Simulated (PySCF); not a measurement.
These are PBE-D3(BJ)/def2-TZVP // PBE-D3(BJ)/def2-SVP in PySCF 2.14.0 values and carry that method's errors. Gas-phase values, no solvent. 

Reference species (SMILES): `[NH2]` (neutral, multiplicity 2).

- dipole moment = 1.92 D
- highest occupied spin orbital = -7.20 eV

Changed species: `[OH]` (free radical OH; the reference has free radical NH2).

Q: Predict the effect on the dipole moment and highest occupied spin orbital.

A: the dipole moment falls by 0.19 D, to 1.73 D; the highest occupied spin orbital increases by 0.06 eV, to -7.14 eV.
